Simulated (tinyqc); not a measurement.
Worked calculation: extended Hueckel theory, for H2O+. The parameters take no account of the charge, which enters only through the electron count. One step of it, computed by the program tinyqc.

Question. Mulliken analysis. P = C n C^T; charge = valence electrons (H 1, O 6) minus the sum of (P S)_ii on the atom; overlap population = 2 sum P_ij S_ij between two atoms.

coefficients, order 1O 2s, 1O 2px, 1O 2py, 1O 2pz, 2H 1s, 3H 1s:
$$\begin{pmatrix}
0.851921 & 0.000000 & -0.172910 & 0.000000 & 0.000000 & 1.034373 \\
0.000000 & 0.000000 & 0.000000 & 1.000000 & 0.000000 & 0.000000 \\
0.000000 & 0.704565 & 0.000000 & 0.000000 & 0.973847 & 0.000000 \\
-0.029770 & 0.000000 & 0.933786 & 0.000000 & 0.000000 & 0.560634 \\
0.134612 & 0.341701 & 0.116728 & 0.000000 & -0.918097 & -0.880418 \\
0.134612 & -0.341701 & 0.116728 & 0.000000 & 0.918097 & -0.880418
\end{pmatrix}$$

occupations: [2.000000, 2.000000, 2.000000, 1.000000, 0.000000, 0.000000]

overlap S, order 1O 2s, 1O 2px, 1O 2py, 1O 2pz, 2H 1s, 3H 1s:
$$\begin{pmatrix}
1.000000 & 0.000000 & 0.000000 & 0.000000 & 0.505765 & 0.505765 \\
0.000000 & 1.000000 & 0.000000 & 0.000000 & 0.000000 & 0.000000 \\
0.000000 & 0.000000 & 1.000000 & 0.000000 & 0.340399 & -0.340399 \\
0.000000 & 0.000000 & 0.000000 & 1.000000 & 0.240804 & 0.240804 \\
0.505765 & 0.000000 & 0.340399 & 0.240804 & 1.000000 & 0.247240 \\
0.505765 & 0.000000 & -0.340399 & 0.240804 & 0.247240 & 1.000000
\end{pmatrix}$$

Give: charges; Overlap populations.

Answer.

charges: 1O 0.1301, 2H 0.4350, 3H 0.4350

Overlap populations:
```
pair      value
2-1    0.620104
3-1    0.620104
3-2   -0.084075
```
